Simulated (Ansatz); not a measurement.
# Al2BH5: the cost of one run

All numbers below are computed with Ansatz 0.2.0 (UKS r2SCAN-D4/def2-mTZVP).

1 further run of the same task is left out (it didn't finish).

**1. The starting structure**

Bond lengths: B1–Al2 2.107 Å, Al2–Al3 2.566 Å, B1–H4 1.181 Å, B1–H5 1.180 Å, Al2–H6 1.591 Å, Al3–H7 1.588 Å, Al3–H8 1.581 Å. Angles: B1–Al2–Al3 127.3°, B1–Al2–H6 117.5°, Al3–Al2–H6 115.3°, Al2–B1–H4 123.5°, Al2–B1–H5 122.8°, H4–B1–H5 113.7°, Al2–Al3–H7 114.7°, Al2–Al3–H8 136.0°, H7–Al3–H8 109.3°.

As a file:

```xyz
8

B    -0.6473    1.2324   -1.5573
Al    0.5123    0.6239    0.0938
Al    0.2954   -1.5587    1.4249
H    -1.5157    0.5797   -2.0196
H    -0.4851    2.2638   -2.1077
H     1.6583    1.6098    0.5884
H    -0.8345   -2.5453    0.9025
H     1.0167   -2.2055    2.6748
```

**2. End point A**

File input.yaml:

```yaml
crystal:
  periodic: [false, false, false]
  atoms:
    - { symbol: B, position_ang: [-0.64734, 1.23235, -1.55726] }
    - { symbol: Al, position_ang: [0.5123, 0.62392, 0.09381] }
    - { symbol: Al, position_ang: [0.29537, -1.55871, 1.42491] }
    - { symbol: H, position_ang: [-1.51568, 0.57968, -2.01955] }
    - { symbol: H, position_ang: [-0.48514, 2.26381, -2.10771] }
    - { symbol: H, position_ang: [1.65834, 1.60981, 0.58843] }
    - { symbol: H, position_ang: [-0.83454, -2.54533, 0.90255] }
    - { symbol: H, position_ang: [1.01668, -2.20553, 2.67483] }
magnetization:
  spin_polarized: true
basis:
  gaussian: { orbitals: def2-mTZVP }
hamiltonian:
  xc: r2scan
  dispersion: d4
relax:
  f_tol: 0.02
  max_steps: 50
```

The run is started by

```sh
> ansatz run input.yaml --threads 2 --pin off --max-ram 3072MiB --backend cpu --events-out ev --progress --plain --runs-dir out
```

**Question.** How long does this run take on 2 threads of Arm Neoverse V2, shared host, and how much memory does it need?

About 77 s, with a peak of 0.21 GiB.
